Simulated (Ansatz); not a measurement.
# Redistribution: C3H5F3 + C2H6O → C3H6F2 + C2H5FO

Species: C3H5F3 (1,2,3-trifluoropropane) `FCC(F)CF`, singlet; C2H6O (dimethyl ether) `COC`, singlet; C3H6F2 (1,3-difluoropropane) `FCCCF`, singlet; C2H5FO (methoxymethyl fluoride) `COCF`, singlet. The partners trade F for H; both sit on C, so the bond types are kept.

Shapes, held fixed at every level: PBE0-D4/def2-TZVP. Flexible molecules stand in one conformer, not always the lowest. Programs: Ansatz 0.2.0. Electronic energies: no zero-point or thermal term.

(1) Estimate ΔE of this reaction.

Results:

(1) The highest level, CCSD(T)/CBS estimate, gives ΔE = -37.5 kJ/mol; the levels span -39.2 to -35.7. The column of differences is taken from that level and isn't an error. No measured value is set beside it here. The CBS estimate extrapolates MP2 from def2-TZVPP and def2-QZVPP and adds CCSD(T) − MP2 in the triple-zeta set, cores frozen.

| level | kind | ΔE (kJ/mol) | less CCSD(T)/CBS estimate |
| --- | --- | --- | --- |
| HF/def2-TZVPP | Hartree–Fock | -37.8 | -0.3 |
| PBE-D4/def2-TZVPP | GGA | -36.9 | +0.6 |
| PBE0-D4/def2-TZVPP | global hybrid | -37.1 | +0.4 |
| wB97M-V/def2-TZVPP | range-separated hybrid | -35.7 | +1.8 |
| wB97X-V/def2-TZVPP | range-separated hybrid | -36.1 | +1.4 |
| B2PLYP/def2-TZVPP | double hybrid | -37.7 | -0.2 |
| MP2/def2-TZVPP | perturbation theory | -39.2 | -1.7 |
| CCSD(T)/CBS estimate | coupled cluster or CI | -37.5 | 0.0 |
